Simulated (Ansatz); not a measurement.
## [H···H···Cl], doublet: transfer scan

Starting geometry:

```yaml
atoms:
  - { symbol: H, position_ang: [0.0000, 0.0000, -1.1410] }
  - { symbol: H, position_ang: [0.0000, 0.0000, -0.3960] }
  - { symbol: Cl, position_ang: [0.0000, 0.0000, 1.5370] }
```

From there H2 is moved from one fragment to the other while all else, the fragments' distance too, stays fixed, so the hump isn't the reaction's barrier; atoms are numbered as listed. Energies are in kcal/mol, counted from the starting geometry at the same level. Kohn–Sham curves are unrestricted where that lies lower.

Basis cc-pVTZ; Ansatz 0.2.0. Correlated methods freeze the noble-gas cores. Prefix R: restricted or restricted open-shell reference; prefix U: unrestricted.

Full CI isn't at hand for all of this; UCCSDT(Q) serves as the reference, and is uncertain by about the last step of the cluster series.

| distance H1-H2 (Å) | UCCSDT(Q) | PBE | r2SCAN | PBE0 | B3LYP | wB97X-V | wB97M-V | B2PLYP | PBE-QIDH | RPA-PBE |
| --- | --- | --- | --- | --- | --- | --- | --- | --- | --- | --- |
| 0.693 | 1.0 | 2.5 | 2.0 | 1.9 | 1.7 | 1.5 | 1.3 | 1.3 | 1.2 | 1.0 |
| 0.745 | 0.0 | 0.0 | 0.0 | 0.0 | 0.0 | 0.0 | 0.0 | 0.0 | 0.0 | 0.0 |
| 0.828 | 2.1 | -0.4 | 0.4 | 0.6 | 0.9 | 1.4 | 1.6 | 1.6 | 1.8 | 2.0 |
| 0.912 | 6.2 | 1.3 | 2.7 | 3.2 | 3.9 | 5.1 | 5.2 | 5.2 | 5.6 | 6.1 |
| 0.995 | 9.8 | 3.2 | 4.8 | 5.7 | 6.8 | 8.5 | 8.5 | 8.4 | 8.8 | 9.9 |
| 1.078 | 11.3 | 4.1 | 5.4 | 6.6 | 8.5 | 10.1 | 10.0 | 9.8 | 9.7 | 12.1 |
| 1.161 | 10.1 | 3.6 | 4.4 | 5.6 | 8.3 | 9.3 | 9.0 | 8.8 | 7.9 | 11.9 |
| 1.245 | 7.2 | 2.1 | 2.4 | 3.4 | 6.8 | 6.8 | 6.5 | 6.3 | 4.4 | 9.8 |
| 1.328 | 4.3 | 1.0 | 1.0 | 1.3 | 5.4 | 4.3 | 4.2 | 4.0 | 1.2 | 7.4 |
